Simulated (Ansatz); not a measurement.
A nudged elastic band was laid between two geometries of C3H5NO (10 atoms, charge 0, multiplicity 1).

Level of theory: RKS B3LYP-D4/def2-SVP in Ansatz 0.2.0.

```yaml
movable_images: 5
climbing_image: yes
spring: 5.0 eV/Å²
optimiser: quadratic models (default)
start_path: through a guess of the saddle point
force_threshold: 0.5 eV/Å
iteration_limit: 60
end_points: relaxed
```

Image 0:

```xyz
10
Properties=species:S:1:pos:R:3
N -1.546 -1.131 -0.547
C -0.546 -0.702 0.343
C 0.373 0.224 0.084
C 1.563 1.006 0.258
O 0.717 1.074 -0.936
H -2.457 -1.233 -0.105
H -1.631 -0.534 -1.367
H -0.494 -1.230 1.299
H 2.554 0.563 0.092
H 1.551 1.911 0.881
```

Image 6:

```xyz
10
Properties=species:S:1:pos:R:3
N -1.378 -1.041 -0.124
C -0.414 -0.550 0.993
C 0.444 0.248 0.365
C 1.554 1.139 0.192
O 0.703 0.736 -0.931
H -2.340 -0.798 0.130
H -1.191 -0.668 -1.075
H -1.346 -2.064 -0.171
H 2.581 0.751 0.151
H 1.471 2.198 0.473
```

Problem. What changes between the two ends?

Solution. Bonds broken: C2–H8. Bonds formed: N1–H8.

Problem. Give the energies along the band, and the barrier.

Solution. The forces met the threshold. The highest image is number 4 of 0 to 6, 3.60 eV above the first end and 1.10 eV above the last; the last end lies 2.50 eV above the first. The threshold of 0.5 eV/Å is loose, so the images may lie well off the minimum-energy path. Neighbouring images differ by up to 1.7 eV, so the band resolves the path poorly. The order of the stationary point at the top wasn't checked. The orbitals stay closed-shell, which can raise the energy where a bond breaks towards radicals; this wasn't checked here.

```json
{"image": "0", "path coordinate (Å)": "0.00", "energy (eV)": "0.00", "C2–H8 (Å)": "1.09", "N1–H8 (Å)": "2.13"}
{"image": "1", "path coordinate (Å)": "0.42", "energy (eV)": "0.05", "C2–H8 (Å)": "1.09", "N1–H8 (Å)": "2.11"}
{"image": "2", "path coordinate (Å)": "0.85", "energy (eV)": "0.66", "C2–H8 (Å)": "1.08", "N1–H8 (Å)": "1.90"}
{"image": "3", "path coordinate (Å)": "1.27", "energy (eV)": "2.34", "C2–H8 (Å)": "1.12", "N1–H8 (Å)": "1.56"}
{"image": "4", "path coordinate (Å)": "1.70", "energy (eV)": "3.60", "C2–H8 (Å)": "1.34", "N1–H8 (Å)": "1.19"}
{"image": "5", "path coordinate (Å)": "2.29", "energy (eV)": "2.70", "C2–H8 (Å)": "1.90", "N1–H8 (Å)": "1.02"}
{"image": "6", "path coordinate (Å)": "2.88", "energy (eV)": "2.50", "C2–H8 (Å)": "2.13", "N1–H8 (Å)": "1.02"}
```

Problem. What is the geometry of the highest image?

Solution. 
```xyz
10
Properties=species:S:1:pos:R:3:forces:R:3
N -1.508 -1.057 -0.286 -0.05 -0.05 -0.15
C -0.484 -0.548 0.755 0.08 0.01 0.15
C 0.411 0.286 0.253 0.00 0.03 -0.10
C 1.590 1.103 0.223 0.14 0.03 0.06
O 0.657 1.009 -0.902 -0.08 -0.05 0.00
H -2.474 -0.907 0.005 0.01 -0.01 0.02
H -1.349 -0.886 -1.288 0.00 0.01 0.03
H -0.947 -1.780 0.476 -0.05 0.04 0.00
H 2.575 0.649 0.044 -0.02 0.01 0.00
H 1.613 2.081 0.722 -0.03 -0.01 0.00
```

Run time: 83 s on 2 threads of Arm Neoverse V1, on a shared host, peak memory 0.19 GiB.
